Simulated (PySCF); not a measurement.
# Protonation sites of ethenethione

System: ethenethione, `C=C=S` (C2H2S). Coordinates in Å; atoms count from 1 in this order:
```
C    -0.6102    0.0163    0.0240
C     0.6993   -0.0156   -0.0403
S     2.2562   -0.0536   -0.1166
H    -1.1389    0.9704    0.1032
H    -1.1896   -0.9109   -0.0012
```

Computed at ωB97X-D3(BJ)/def2-TZVP // PBE0-D3(BJ)/def2-SVP with PySCF (density fitting, grid level 2). Zero-point and thermal terms (298.15 K, 1 bar) come from unscaled PBE0-D3(BJ)/def2-SVP harmonic frequencies, with soft modes damped to free rotors in the entropy.

| site | product | PA / kcal/mol | GB / kcal/mol | gas share |
| --- | --- | --- | --- | --- |
| C1 (alkene carbon) | `CC#[S+]` | 202.5 | 194.8 | > 99.9 % |
| S3 (thiocarbonyl sulfur) | `C=C=[SH+]` | 181.0 | 174.2 | < 0.1 % |

PA is −ΔH and GB is −ΔG of B + H⁺ → BH⁺ in the gas phase. Shares are Boltzmann weights among the listed products; an error of 10 kJ/mol changes a ratio about 56-fold. Sites whose products fell apart, merged with another or lost in a GFN2-xTB screen aren't listed.

Among these, C1 (alkene carbon) wins by 20.5 kcal/mol in gas-phase free energy over S3.

Measured values (NIST Chemistry WebBook, evaluated or the median of agreeing entries): proton affinity (−ΔH) 826 kJ/mol (computed 847, difference 21); gas-phase basicity (−ΔG) 795 kJ/mol (computed 815, difference 19). These are compared with the most favourable site that keeps the skeleton.

Known limits: protonation at a multiple bond is drawn as the open cation; a hydrogen-bridged form may lie lower, and the ion may have rearranged by a hydride shift.

Differences come from unrounded values, so a last digit can differ from that of the printed terms.
